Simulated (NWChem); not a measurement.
Program: NWChem. System: propyne (C3H4), charge 0, spin multiplicity 1, at a geometry optimised with PBE0/def2-SVP. Level: MP2/def2-TZVP, 3 core orbitals frozen.

The NWChem input:

```
start mol
memory heap 200 mb stack 900 mb global 1100 mb
geometry units angstroms nocenter noautoz
  C      1.223398    -0.195974     0.000000
  C     -0.211608     0.035339     0.000000
  C     -1.407417     0.225249     0.000000
  H      1.449142    -1.273660     0.000000
  H      1.696606     0.247574     0.889750
  H      1.696606     0.247574    -0.889750
  H     -2.468594     0.390825     0.000000
  symmetry group Cs
end
basis spherical
  * library def2-tzvp
end
scf
  rhf
  nopen 0
  maxiter 100
  thresh 1e-7
  semidirect memsize 60000000 filesize 0
end
mp2
  freeze core 3
end
task mp2 energy
```

NWChem printed:

```
             Northwest Computational Chemistry Package (NWChem) 7.3.0
             --------------------------------------------------------

                                NWChem Input Module
                                -------------------

 Scaling coordinates for geometry "geometry" by  1.889725989
 (inverse scale =  0.529177249)

 Turning off AUTOSYM since
 SYMMETRY directive was detected!

                             Geometry "geometry" -> ""
                             -------------------------

 Output coordinates in angstroms (scale by  1.889725989 to convert to a.u.)

  No.       Tag          Charge          X              Y              Z
 ---- ---------------- ---------- -------------- -------------- --------------
    1 C                    6.0000     1.22339800    -0.19597400     0.00000000
    2 C                    6.0000    -0.21160800     0.03533900     0.00000000
    3 C                    6.0000    -1.40741700     0.22524900     0.00000000
    4 H                    1.0000     1.44914200    -1.27366000     0.00000000
    5 H                    1.0000     1.69660600     0.24757400     0.88975000
    6 H                    1.0000     1.69660600     0.24757400    -0.88975000
    7 H                    1.0000    -2.46859400     0.39082500     0.00000000

 Effective nuclear repulsion energy (a.u.)      58.5542181740

            Nuclear Dipole moment (a.u.)
            ----------------------------
        X                 Y               Z
 ---------------- ---------------- ----------------
    -0.0000037795    -0.0000056692     0.0000000000

      Symmetry information
      --------------------

 Group name             Cs
 Group number              2
 Group order               2
 No. of unique centers     6

      Symmetry unique atoms

     1    2    3    4    5    7


 Summary of "ao basis" -> "" (spherical)
 ------------------------------------------------------------------------------
       Tag                 Description            Shells   Functions and Types
 ---------------- ------------------------------  ------  ---------------------
 *                         def2-tzvp                  on all atoms

 Summary of "ao basis" -> "ao basis" (spherical)
 ------------------------------------------------------------------------------
       Tag                 Description            Shells   Functions and Types
 ---------------- ------------------------------  ------  ---------------------
 C                         def2-tzvp                11       31   5s3p2d1f
 H                         def2-tzvp                 4        6   3s1p

                                 NWChem SCF Module
                                 -----------------

  ao basis        = "ao basis"
  functions       =   117
  atoms           =     7
  closed shells   =    11
  open shells     =     0
  charge          =   0.00
  wavefunction    = RHF
  use symmetry    = T
  symmetry adapt  = T

 Summary of "ao basis" -> "ao basis" (spherical)
 ------------------------------------------------------------------------------
       Tag                 Description            Shells   Functions and Types
 ---------------- ------------------------------  ------  ---------------------
 C                         def2-tzvp                11       31   5s3p2d1f
 H                         def2-tzvp                 4        6   3s1p

      Symmetry analysis of basis
      --------------------------

        a'         79
        a"         38

 Forming initial guess at       0.1s

      Superposition of Atomic Density Guess
      -------------------------------------

 Sum of atomic energies:        -115.01322141

      Non-variational initial energy
      ------------------------------

 Total energy =    -116.670648
 1-e energy   =    -268.250956
 2-e energy   =      93.026089
 HOMO         =      -0.334468
 LUMO         =       0.056634

      Symmetry analysis of molecular orbitals - initial
      -------------------------------------------------

  Numbering of irreducible representations:

     1 a'          2 a"

  Orbital symmetries:

     1 a'          2 a'          3 a'          4 a'          5 a'
     6 a'          7 a'          8 a'          9 a"         10 a"
    11 a'         12 a"         13 a'         14 a'         15 a'
    16 a"         17 a'         18 a'         19 a'         20 a'
    21 a"

 Starting SCF solution at       1.5s

 ----------------------------------------------
         Quadratically convergent ROHF

 Convergence threshold     :          1.000E-07
 Maximum no. of iterations :          100
 Final Fock-matrix accuracy:          1.000E-09
 ----------------------------------------------

              iter       energy          gnorm     gmax       time
             ----- ------------------- --------- --------- --------
                 1     -115.8697516089  6.59D-01  2.10D-01      1.7
                 2     -115.9050999097  2.08D-01  6.01D-02      1.9
                 3     -115.9089293472  4.08D-03  1.48D-03      2.5
                 4     -115.9089313704  5.18D-06  1.27D-06      3.5
                 5     -115.9089313704  3.38D-09  7.20D-10      4.5

       Final RHF  results
       ------------------

         Total SCF energy =   -115.908931370450
      One-electron energy =   -270.911966088323
      Two-electron energy =     96.448816543920
 Nuclear repulsion energy =     58.554218173954

        Time for solution =      2.9s

       Symmetry analysis of molecular orbitals - final
       -----------------------------------------------

  Numbering of irreducible representations:

     1 a'          2 a"

  Orbital symmetries:

     1 a'          2 a'          3 a'          4 a'          5 a'
     6 a'          7 a'          8 a'          9 a"         10 a"
    11 a'         12 a'         13 a'         14 a'         15 a"
    16 a"         17 a'         18 a'         19 a'         20 a'
    21 a"

             Final eigenvalues
             -----------------

              1
    1  -11.2529
    2  -11.2370
    3  -11.2218
    4   -1.0564
    5   -0.9551
    6   -0.7155
    7   -0.6238
    8   -0.5896
    9   -0.5896
   10   -0.3828
   11   -0.3828
   12    0.1410
   13    0.1715
   14    0.1786
   15    0.1786
   16    0.2364
   17    0.2365
   18    0.2504
   19    0.2685
   20    0.3228
   21    0.3228

                       ROHF Final Molecular Orbital Analysis
                       -------------------------------------

 Vector    9  Occ=2.000000D+00  E=-5.895601D-01  Symmetry=a"
              MO Center=  1.3D+00,  1.4D-02, -2.9D-14, r^2= 1.5D+00
   Bfn.  Coefficient  Atom+Function         Bfn.  Coefficient  Atom+Function
  ----- ------------  ---------------      ----- ------------  ---------------
     8      0.302156  1 C  pz                11      0.256811  1 C  pz
   101      0.199282  5 H  s                107     -0.199282  6 H  s

 Vector   10  Occ=2.000000D+00  E=-3.828366D-01  Symmetry=a"
              MO Center= -6.6D-01,  1.3D-01, -1.8D-13, r^2= 1.9D+00
   Bfn.  Coefficient  Atom+Function         Bfn.  Coefficient  Atom+Function
  ----- ------------  ---------------      ----- ------------  ---------------
    70      0.285439  3 C  pz                39      0.267578  2 C  pz
    42      0.255919  2 C  pz                73      0.255236  3 C  pz
    76      0.156754  3 C  pz

 Vector   11  Occ=2.000000D+00  E=-3.828148D-01  Symmetry=a'
              MO Center= -6.7D-01,  8.2D-02,  1.9D-13, r^2= 1.9D+00
   Bfn.  Coefficient  Atom+Function         Bfn.  Coefficient  Atom+Function
  ----- ------------  ---------------      ----- ------------  ---------------
    69      0.282030  3 C  py                38      0.264163  2 C  py
    41      0.252504  2 C  py                72      0.252039  3 C  py
    75      0.155109  3 C  py

 Vector   12  Occ=0.000000D+00  E= 1.409869D-01  Symmetry=a'
              MO Center=  1.7D+00, -2.7D-01,  4.7D-16, r^2= 6.2D+00
   Bfn.  Coefficient  Atom+Function         Bfn.  Coefficient  Atom+Function
  ----- ------------  ---------------      ----- ------------  ---------------
     5      9.937789  1 C  s                 43     -3.788973  2 C  px
    67     -3.465284  3 C  s                 96     -2.272253  4 H  s
   102     -2.269076  5 H  s                108     -2.269076  6 H  s
    36     -1.453160  2 C  s                 74     -1.104283  3 C  px
    12     -1.042808  1 C  px                44      0.604112  2 C  py

 Vector   13  Occ=0.000000D+00  E= 1.714792D-01  Symmetry=a'
              MO Center= -3.2D+00,  5.0D-01,  4.3D-16, r^2= 3.5D+00
   Bfn.  Coefficient  Atom+Function         Bfn.  Coefficient  Atom+Function
  ----- ------------  ---------------      ----- ------------  ---------------
    67    -18.017006  3 C  s                 36     17.288532  2 C  s
    43    -12.275549  2 C  px                74    -11.822261  3 C  px
   114     -6.903445  7 H  s                  5      6.617789  1 C  s
    12     -2.002405  1 C  px                44      1.950562  2 C  py
    75      1.878532  3 C  py                35     -0.932397  2 C  s

 Vector   14  Occ=0.000000D+00  E= 1.786275D-01  Symmetry=a'
              MO Center= -1.2D-01, -1.7D-01,  3.1D-12, r^2= 5.5D+00
   Bfn.  Coefficient  Atom+Function         Bfn.  Coefficient  Atom+Function
  ----- ------------  ---------------      ----- ------------  ---------------
    96      1.474068  4 H  s                 75     -0.845581  3 C  py
   102     -0.753698  5 H  s                108     -0.753698  6 H  s
    44      0.740102  2 C  py                13      0.663730  1 C  py
    74     -0.362675  3 C  px                67     -0.355000  3 C  s
    36      0.307356  2 C  s                 38      0.213097  2 C  py

 center of mass
 --------------
 x =  -0.11117956 y =   0.01815774 z =   0.00000000

 moments of inertia (a.u.)
 ------------------
          16.387945386801          31.190524262505           0.000000000000
          31.190524262505         206.353423907419           0.000000000000
           0.000000000000           0.000000000000         211.344678029344

  Mulliken analysis of the total density
  --------------------------------------

    Atom       Charge   Shell Charges
 -----------   ------   -------------------------------------------------------
    1 C    6     6.41   0.85  1.12  0.47  0.63  0.27  1.26  1.36  0.36  0.02  0.06  0.00
    2 C    6     6.10   0.86  1.12  0.50  0.76  0.13  1.21  1.19  0.20  0.02  0.10  0.01
    3 C    6     6.12   0.86  1.12  0.51  0.50  0.06  1.22  1.33  0.49  0.02  0.00  0.01
    4 H    1     0.86   0.26  0.48  0.09  0.02
    5 H    1     0.86   0.26  0.48  0.09  0.02
    6 H    1     0.86   0.26  0.48  0.09  0.02
    7 H    1     0.80   0.25  0.46  0.06  0.02

       Multipole analysis of the density wrt the origin
       ------------------------------------------------

     L   x y z        total         open         nuclear
     -   - - -        -----         ----         -------
     0   0 0 0     -0.000000      0.000000     22.000000

     1   1 0 0      0.298948      0.000000     -0.000004
     1   0 1 0     -0.050610      0.000000     -0.000006
     1   0 0 1     -0.000000      0.000000      0.000000

     2   2 0 0    -10.316876      0.000000    125.289835
     2   1 1 0     -0.724309      0.000000    -19.126407
     2   1 0 1     -0.000000      0.000000      0.000000
     2   0 2 0    -14.808703      0.000000      8.713005
     2   0 1 1     -0.000000      0.000000      0.000000
     2   0 0 2    -14.923007      0.000000      5.654102

                   NWChem MP2 Semi-direct Energy/Gradient Module
                   ---------------------------------------------

  Basis functions       =    117
  Molecular orbitals    =    117
  Frozen core           =      3
  Frozen virtuals       =      0
  Active alpha occupied =      8
  Active beta occupied  =      8
  Active alpha virtual  =    106
  Active beta virtual   =    106
  Use MO symmetry       = T
  Use skeleton AO sym   = T

  AO/Fock/Back tols     =   1.0D-09  1.0D-09  1.0D-09

 GA uses MA = F    GA memory limited = T

 Available:
  local mem=  1.26D+08
 global mem=  1.44D+08
 local disk=  0.00D+00
  mp2_memr nvloc                   106
  nvloc new                   106
   1 passes of   8:        4194304                      70308                  19652303.
   1 passes of   8: M    126140388           G      144151822           F     121946084.

 Semi-direct pass number   1 of   1  for RHF alpha+beta  at        4.6s
  vrange nnbf                  6808
  mp2_eaftype                    74  avail_ma_in_mb                  1099
 EAF : mp2_eaftype filesize          74    9826151.
  mp2_eaf for mointskh                     74
Node 0 wrote     46.2 Mb in      0.0 s     Agg I/O rate:  1876.0 Mb/s
 Done moints_semi at       10.3s
  mp2_eaftype                    74  avail_ma_in_mb                  1025
 EAF : mp2_eaftype filesize          74    9826151.
  mp2_eaf for kh                    74
 Done maket at       10.6s
 Done multipass loop at       10.6s

          -------------------------------------------
          SCF energy                -115.908931370450
          Correlation energy          -0.471470692508
          Singlet pairs               -0.306677739512
          Triplet pairs               -0.164792952996
          Total MP2 energy          -116.380402062958
          -------------------------------------------

          ---------------------------------------------------
                    Spin Component Scaled (SCS) MP2
          Same spin pairs                     -0.109861968664
          Same spin scaling factor             0.333333333333
          Opposite spin pairs                 -0.361608723844
          Opposite spin scaling fact.          1.200000000000
          SCS-MP2 correlation energy          -0.470551124835
          Total SCS-MP2 energy              -116.379482495284
          ---------------------------------------------------

 -----------------------
 Performance information
 -----------------------

 Timer overhead =  2.48D-07 seconds/call

               Nr. of calls         CPU time (s)                 Wall time (s)                GFlops
             ---------------    -------------------     ------------------------------   -------------------
Name         Min   Avg   Max    Min     Avg     Max     Min     Avg     Max   Mx/calls   Min     Max     Sum
mp2: moin     1     1     1    5.7     5.7     5.7      5.7     5.7     5.7     5.7      0.0     0.0     0.0
mp2: make     1     1     1   0.29    0.29    0.29     0.29    0.29    0.29    0.29      0.0     0.0     0.0
mp2: tota     1     1     1    6.1     6.1     6.1      6.1     6.1     6.1     6.1      0.0     0.0     0.0

 The average no. of pstat calls per process was 3.00D+00
 with a timing overhead of 7.43D-07s

 Task  times  cpu:       10.5s     wall:       10.5s

 Total times  cpu:       10.6s     wall:       10.6s
```
